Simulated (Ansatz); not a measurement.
How close CCSD(T) comes to the exact answer in a basis

Each species is computed at the geometry given (Å), with frozen cores, in Ansatz 0.2.0: RHF-CCSD(T) for singlets, UHF-CCSD(T) otherwise, and full CI in the same basis. The program picks the determinant by a search with trial CCSD, so it needn't be the lowest Hartree–Fock solution. States: OF⁺ triplet Σ⁻ or Δ, HAlGa⁺ singlet Σ⁺, H2S singlet A1. Cases whose determinant has another symmetry than full CI's state, or lies over 0.5 eV above the lowest of its kind, whose (Q) step broke down or whose higher cluster runs on it stay over 0.1 eV above full CI weren't drawn. No relativity is included.

**Question.** Judging by size, spin and bonding and the diagnostics given, rank them by the size of CCSD(T)'s error in total energy against full CI in the same basis, smallest first (an estimate).
A. H2S, singlet, cc-pVDZ: S 0.000 -0.083 0.000; H 0.000 1.327 -1.468; H 0.000 1.327 1.468. T1 0.020, (T) -229 meV in a correlation energy of -5.78 eV
B. HAlGa⁺, singlet, cc-pVDZ: Al 0.000 0.000 0.350; Ga 0.000 0.000 -2.321; H 0.000 0.000 1.971. T1 0.015, (T) -62 meV in a correlation energy of -3.11 eV
C. OF⁺, triplet, 6-31G: O 0.000 0.000 0.000; F 0.000 0.000 1.208. T1 0.048, (T) -164 meV in a correlation energy of -6.24 eV

**Answer.** B (23.8 meV), A (45.4 meV), C (61.0 meV).

```json
{"species": "HAlGa⁺, singlet", "basis": "cc-pVDZ", "correlated electrons": "6", "CCSD(T) − full CI (meV)": "23.8", "CCSDT(Q) − full CI (meV)": "1.2", "unpaired electrons (full CI)": "0.14", "T1": "0.015", "⟨S²⟩ of the determinant": "0.00"}
{"species": "H2S, singlet", "basis": "cc-pVDZ", "correlated electrons": "8", "CCSD(T) − full CI (meV)": "45.4", "CCSDT(Q) − full CI (meV)": "1.0", "unpaired electrons (full CI)": "0.41", "T1": "0.020", "⟨S²⟩ of the determinant": "0.00"}
{"species": "OF⁺, triplet", "basis": "6-31G", "correlated electrons": "12", "CCSD(T) − full CI (meV)": "61.0", "CCSDT(Q) − full CI (meV)": "-7.8", "unpaired electrons (full CI)": "2.05", "T1": "0.048", "⟨S²⟩ of the determinant": "2.03"}
```

Unpaired electrons are Σ n²(2−n)² over natural occupations; an open shell counts its own unpaired electrons too. Frozen cores follow each run's orbitals, which moves totals by a few meV. RHF is unstable for HAlGa⁺, singlet in cc-pVDZ: UHF reaches ⟨S²⟩ = 0.15. RHF is unstable for H2S, singlet in cc-pVDZ: UHF reaches ⟨S²⟩ = 1.14.
